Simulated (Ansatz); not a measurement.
# ClH5MgSi: the cost of one run

Program: Ansatz 0.2.0, Gaussian basis. Level of theory: PBE0-D4/def2-SVP. These are calculated values, not measurements.

23 further runs of the same task are left out: 1 that didn't finish, 22 set aside as unsound or not needed.

## (1) The system as given

The first end: 8 atoms, charge 0, spin multiplicity 1.

Atoms are counted from 1 here; the program's logs count them from 0.

Bond lengths: Mg1–Si2 2.558 Å, Mg1–Cl3 2.197 Å, Si2–H6 1.493 Å, Si2–H7 1.495 Å, Si2–H8 1.493 Å, H4–H5 0.753 Å. Angles: Si2–Mg1–Cl3 171.9°, Mg1–Si2–H6 112.8°, Mg1–Si2–H7 111.7°, Mg1–Si2–H8 112.9°, H6–Si2–H7 106.2°, H6–Si2–H8 106.5°, H7–Si2–H8 106.3°.

Geometry (Å):

```
Mg   -0.71966   -0.36417   -0.96565
Si    1.36683   -0.52559    0.50485
Cl   -2.39115   -0.46009   -2.38893
H    -1.59326    1.53889    0.41884
H    -2.14949    1.47390   -0.08431
H     1.42455   -1.79489    1.28900
H     1.42569    0.58534    1.50331
H     2.63650   -0.45329   -0.27710
```

The second end:

```
Mg   -1.7742    0.5293   -0.8709
Si    1.1208   -0.2627    0.6197
Cl   -1.0143   -1.2306   -1.9672
H    -0.1099    0.6048    0.5338
H    -2.6844    1.8451   -0.3254
H     0.6960   -1.6501    0.8972
H     1.8926    0.2953    1.7576
H     1.8735   -0.1311   -0.6448
```

## (2) The band at PBE0-D4/def2-SVP

Input file neb/in.yaml:

```yaml
crystal:
  periodic: [false, false, false]
  atoms:
    - {symbol: Mg, position_ang: [-0.719663, -0.364168, -0.965651]}
    - {symbol: Si, position_ang: [1.366826, -0.525588, 0.504846]}
    - {symbol: Cl, position_ang: [-2.391154, -0.460092, -2.388926]}
    - {symbol: H, position_ang: [-1.593260, 1.538892, 0.418837]}
    - {symbol: H, position_ang: [-2.149488, 1.473896, -0.084311]}
    - {symbol: H, position_ang: [1.424546, -1.794890, 1.288997]}
    - {symbol: H, position_ang: [1.425692, 0.585340, 1.503308]}
    - {symbol: H, position_ang: [2.636500, -0.453289, -0.277099]}
basis:
  gaussian: {orbitals: def2-SVP}
hamiltonian: {xc: pbe0, dispersion: d4}
neb:
  images: 5
  climbing: true
  max_iterations: 40
  initial_path: idpp
  final_atoms:
    - {symbol: Mg, position_ang: [-1.774162, 0.529343, -0.870911]}
    - {symbol: Si, position_ang: [1.120767, -0.262666, 0.619711]}
    - {symbol: Cl, position_ang: [-1.014271, -1.230574, -1.967204]}
    - {symbol: H, position_ang: [-0.109895, 0.604798, 0.533838]}
    - {symbol: H, position_ang: [-2.684438, 1.845084, -0.325366]}
    - {symbol: H, position_ang: [0.695981, -1.650131, 0.897211]}
    - {symbol: H, position_ang: [1.892560, 0.295317, 1.757567]}
    - {symbol: H, position_ang: [1.873458, -0.131073, -0.644845]}
```

On the command line:

```bash
> ansatz run in.yaml --threads 2 --pin off --events-out ev --progress --plain --max-ram 4352MiB
```

**Question.** How long does this run take on 2 threads of Intel Xeon Platinum 8559C, shared host?

About 1.9 min.
